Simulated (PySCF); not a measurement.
Compound: anisole, C7H8O.
Structure used (PBE0-D3(BJ)/def2-TZVP), in Å, numbered top down from 1:
```
atom  x, y, z in Å
C1    -2.6381    0.2829   -0.2509
O2    -1.5861   -0.4073   -0.8765
C3    -0.3394   -0.2385   -0.3793
C4     0.6803   -0.9173   -1.0448
C5     1.9845   -0.8074   -0.6052
C6     2.2962   -0.0223    0.4995
C7     1.2801    0.6493    1.1551
C8    -0.0383    0.5497    0.7264
H9    -3.5393    0.0360   -0.8095
H10   -2.7635   -0.0322    0.7911
H11   -2.4818    1.3669   -0.2810
H12    0.4223   -1.5249   -1.9041
H13    2.7686   -1.3399   -1.1309
H14    3.3203    0.0619    0.8416
H15    1.5061    1.2650    2.0183
H16   -0.8149    1.0838    1.2576
```

NICS is the negative of the GIAO shielding at a point without a nucleus: at the ring centre (0) and 1 Å above and below it (1); zz is the component along the ring normal. Level: GIAO B97-2/pcSseg-2 (PySCF, non-relativistic, gas phase) on the PBE0-D3(BJ)/def2-TZVP geometry, one conformer.

Ring bond lengths (Å): C3–C4 1.394, C4–C5 1.381, C5–C6 1.391, C6–C7 1.383, C7–C8 1.390, C8–C3 1.391.

What do the NICS probes read (ppm)?

```
             ring                                              type  NICS(0)  NICS(1), two faces  NICS(1)zz, two faces  rms pucker (Å)  centre to ring atoms, mean (Å)
C3–C4–C5–C6–C7–C8  6-membered carbocycle; formal bonds all aromatic     -9.2         -9.8 / -9.8         -27.8 / -27.8            0.00                            1.39
```

What do they say, and how far can they be read as aromaticity?

- C3–C4–C5–C6–C7–C8: mean NICS(1)zz -27.8 ppm, shielded. For a flat ring without four-coordinate atoms the NICS criterion counts such a value as aromatic.

And the bond-length index? Use HOMA with the parameters of Krygowski (1993).

- C3–C4–C5–C6–C7–C8: HOMA 0.99 = 1 − EN − GEO, with mean bond length 1.388 Å, EN = α(Ropt − mean)² = 0.000 and GEO = α × variance = 0.006. The geometric and the magnetic index point the same way.

What are the shieldings of the ring atoms and their hydrogens in the same run (means over atoms taken as equivalent)?

```csv
atoms,environment,σ isotropic (ppm),"principal values of the symmetric part, first atom (ppm)"
C3,aromatic carbon bearing oxygen,17.5,"-66.2, 5.4, 113.2"
C4 (×2),aromatic CH carbon,66.8,"-28.3, 51.1, 162.7"
C5 (×2),aromatic CH carbon,49.1,"-62.4, 36.3, 173.0"
C6,aromatic CH carbon,59.7,"-48.4, 51.6, 175.8"
H12 (×2),aromatic hydrogen,24.53,"20.9, 23.9, 28.5"
H13 (×2),aromatic hydrogen,24.08,"20.9, 24.1, 27.3"
H14,aromatic hydrogen,24.47,"21.3, 24.8, 27.3"
```

How do the values depend on the level or the medium?

```tsv
level	NICS(0), C3–C4–C5–C6–C7–C8	mean NICS(1)zz, C3–C4–C5–C6–C7–C8
B97-2/pcSseg-2, gas	-9.2	-27.8
KT3/pcSseg-2, gas	-9.1	-26.7
PBE0/pcSseg-2, gas	-9.1	-28.0
wB97X-D/pcSseg-2, gas	-9.0	-28.0
WP04/pcSseg-2, IEF-PCM chloroform	-9.6	-27.2
wB97X-D/pcSseg-2, IEF-PCM chloroform	-8.8	-28.0
```

The geometry is the same throughout; the continuum's cavity takes Bondi-type radii × 1.2.

The run took 2.2 min wall, 4.4 min CPU on 2 threads, Intel Xeon at 2.50 GHz (x86_64), shared host with 64 logical CPUs at a one-minute load of 63, and the process peaked at 2.4 GiB of memory. This is the whole shielding run at B97-2/pcSseg-2, SCF included.
